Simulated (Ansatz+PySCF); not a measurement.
**singlet H2O: levels of theory in one basis**

| atom | x (Å) | y (Å) | z (Å) |
| --- | --- | --- | --- |
| O | 0.0000 | 0.0000 | -0.2513 |
| H | 0.0000 | 1.5838 | 1.0052 |
| H | 0.0000 | -1.5838 | 1.0052 |

Basis set: 6-31G (spherical functions). Left uncorrelated: 1 orbital. Charge 0, multiplicity 1.

Computed with Ansatz (development build ahead of 0.2.0); each method stands on the lowest determinant of its kind that the runs found.

```csv
method,E − E(RHF) (eV),<S²> of the determinant
RHF,0.00,0.00
UHF,-6.23,1.84
RHF-MP2,-7.21,–
UHF-MP2,-7.72,1.84
RHF-CCSD,-8.36,–
RHF-CCSD(T),-8.87,–
UHF-CCSD(T),-8.39,1.84
```

(1) What does full CI (lowest root of this spin) give on the same scale?

(2) Is a single determinant a sound starting point here?

Answers

(1) -8.60 eV.

At such a shape the full CI root can have another spatial symmetry than the determinants, so the rows needn't describe one state.

(2) It is doubtful. Unrestricted orbitals lower Hartree–Fock by 6.23 eV and <S²> is 1.84 where a pure state has 0.00, a sign of strong static correlation.

Caution for RHF, RHF-MP2, RHF-CCSD, RHF-CCSD(T): an unrestricted determinant lies well below. Caution for UHF, UHF-MP2, UHF-CCSD(T): the unrestricted determinant is a mixture of spin states. Caution for RHF-MP2, RHF-CCSD, RHF-CCSD(T): large amplitudes, a single reference is doubtful. Caution for UHF-MP2, UHF-CCSD(T): bonds are stretched, where a single reference can fail; a plain start can end on a higher determinant. Caution for RHF-CCSD(T), UHF-CCSD(T): the program doubts this total.
